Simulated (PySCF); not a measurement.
Gas-phase reaction: 4 HF + 3 B → 2 BH2F + BF2

Method: PySCF energies (xtb for GFN2) plus ideal-gas RRHO corrections (1 bar). † marks an energy on the PBE0/def2-TZVP geometry and frequencies; other levels use their own. MP2 and CCSD(T) freeze the core. 6-31G* has spherical d functions here. Open shells (unrestricted): B (multiplicity 2, electronic degeneracy 6), BF2 (multiplicity 2); the rest are closed-shell singlets. GFN2 has no spin-polarisation term. Spin-orbit splitting is ignored; it lowers the true energy and changes the entropy of B. B3LYP is the form with VWN-RPA correlation. BH2F: computed as isolated molecules; such fragments, hydroxides, amides, oligomers or adducts are transient or little studied in the gas. MP2 isn't extrapolated to the basis-set limit; its ΔH°(298 K) is -1876.0 kJ in def2-SVP and -1782.4 kJ in def2-TZVPP. CCSD(T) isn't extrapolated to the basis-set limit; its ΔH°(298 K) is -1785.0 kJ in def2-SVP and -1699.6 kJ in def2-TZVPP. The harmonic model lacks anharmonicity and excited electronic states, which grow with temperature; levels with a mode under 35 cm⁻¹ are left out.

ΔH° and ΔS° at 298 K: B3LYP/6-31G* -2012 kJ, -464 J/K; CCSD(T)/def2-SVP† -1785 kJ, -463 J/K; CCSD(T)/def2-TZVPP† -1700 kJ, -463 J/K; GFN2-xTB -2596 kJ, -463 J/K; MP2/def2-SVP† -1876 kJ, -463 J/K.

### Question
With the heat capacities included, give log10 K (1 bar) at 800, 1200, 1600, 1800, 2500 K from B3LYP/6-31G*, CCSD(T)/def2-SVP†, CCSD(T)/def2-TZVPP†, GFN2-xTB, MP2/def2-SVP†.

### Answer
| T (K) | B3LYP/6-31G* | CCSD(T)/def2-SVP† | CCSD(T)/def2-TZVPP† | GFN2-xTB | MP2/def2-SVP† |
|---|---|---|---|---|---|
| 800 | 106.2 | 91.5 | 85.9 | 144.5 | 97.4 |
| 1200 | 62.1 | 52.3 | 48.6 | 87.7 | 56.2 |
| 1600 | 40.0 | 32.7 | 29.9 | 59.3 | 35.7 |
| 1800 | 32.7 | 26.2 | 23.7 | 49.9 | 28.8 |
| 2500 | 16.3 | 11.7 | 9.9 | 28.8 | 13.6 |
